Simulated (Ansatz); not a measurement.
System: hcp Ti. Method: PBEsol-D3(BJ) (Ansatz, a first-principles code, plane waves, PAW).

Run with plane-wave cutoff 520 eV, 24×24×12 k mesh (along the axes of the cell as run), Fermi–Dirac smearing 0.05 eV, no spin polarisation, scalar-relativistic PAW data made under PBE.

Results at a series of volumes:

```csv
V (Å³/atom),E − E_lowest (meV/atom)
15.257,10.83
15.574,2.63
15.892,0.00
16.210,2.48
16.528,9.64
```

Question: Fit the third-order Birch–Murnaghan equation and give B0 and B′.

Answer: V0 = 15.892 Å³/atom, B0 = 129 GPa, B′ = 3.4 (fit to the energies at full precision).

Shape and atoms are relaxed at each volume.

Measured, for comparison: bulk modulus 108 GPa (zero-point energy and finite temperature contributions removed; as tabulated in doi:10.1021/acs.jctc.3c00612). Computed (rounded) less measured: bulk modulus +19 %.

Note: the bulk modulus comes from volumes at which shape and atoms were relaxed.

Computed values are for the static lattice.
